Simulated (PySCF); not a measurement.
**Electric field gradients and quadrupole coupling constants**

Compound: H2S.
Numbering: `[SH2:1]` (hydrogens: H2, H3 on S1)

Structure used (PBE0-D3(BJ)/def2-TZVP), in Å, numbered top down from 1:
```xyz
3
H2S angstrom
S     -0.0377    0.5570    0.0250
H     -0.9772   -0.4002    0.0032
H      0.9569   -0.3422    0.0024
```

Field gradients from the PBE0/pcSseg-2 density (PySCF, non-relativistic), principal values in atomic units, ordered |Vxx| ≤ |Vyy| ≤ |Vzz|:

```tsv
atom	Vxx	Vyy	Vzz
S1	0.5071	2.1355	-2.6425
```

Q: Find the asymmetry η = (Vxx − Vyy)/Vzz and the couplings χ = eQV/h (234.96 MHz × Q in barn × V in au), with Q(33S) = −0.0678 b.

A: 
```tsv
atom	environment	nucleus	η	χzz (MHz)	χxx (MHz)	χyy (MHz)
S1	sulfur bonded to 2 H	33S	0.62	42.10	-8.08	-34.02
```

The tensor is traceless: Vxx + Vyy + Vzz = 0.

Q: What is Vzz at S1 in SI units (1 au = 9.71736 × 10²¹ V/m²)?

A: -2.6425 au = -25.679 × 10²¹ V/m².

Q: What couplings would deuterons (Q(2H) = 0.00286 b) have in place of the hydrogens, at this geometry?

A: 
| atom | bonded to | bond length (Å) | Vzz (au) | η | χzz (kHz) |
| --- | --- | --- | --- | --- | --- |
| H2 | S1 | 1.341 | 0.2278 | 0.15 | 153 |
| H3 | S1 | 1.341 | 0.2283 | 0.15 | 153 |

Isolated species at its PBE0-D3(BJ)/def2-TZVP geometry, gas phase.
